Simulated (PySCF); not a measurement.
CH2, SMILES [CH2], multiplicity 3. Atoms are numbered in the order given.

```xyz
3

C      0.0000     0.0000    -0.1052
H      0.0000    -0.9937     0.3157
H      0.0000     0.9937     0.3157
```
Charge 0, spin multiplicity 3.

Geometry optimised at r2SCAN-D4/def2-TZVPD. The isomer is the one that the SMILES or the coordinates give; other isomers of the formula were not compared.

All values below come from TDA-M06-2X/def2-TZVPD run with PySCF.

Vertical excitations. Isolated molecule, no solvent.

Computed UV-visible absorptions:
| state | energy (eV) | λ (nm) | f | main pairs |
|---|---|---|---|---|
| root 1 | 6.22 | 199 | 0.036 | α HOMO→LUMO 94 % |
| root 2 | 6.96 | 178 | 0.000 | β HOMO→LUMO 94 % |
| root 3 | 7.33 | 169 | 0.045 | α HOMO−1→LUMO 94 % |
| root 4 | 7.52 | 165 | 0.000 | α HOMO→LUMO+1 6 %, β HOMO→LUMO+1 88 % |
| root 5 | 7.96 | 156 | 0.000 | α HOMO→LUMO+1 89 %, β HOMO→LUMO+1 7 % |
| root 6 | 8.30 | 149 | 0.059 | α HOMO→LUMO+2 89 % |
| root 7 | 9.13 | 136 | 0.017 | α HOMO−1→LUMO+1 94 % |
| root 8 | 9.43 | 132 | 0.032 | α HOMO−1→LUMO+2 89 % |
| root 9 | 9.55 | 130 | 0.002 | α HOMO→LUMO+3 96 % |
| root 10 | 10.04 | 124 | 0.000 | α HOMO→LUMO+4 97 % |
Unrestricted roots are not spin-pure.
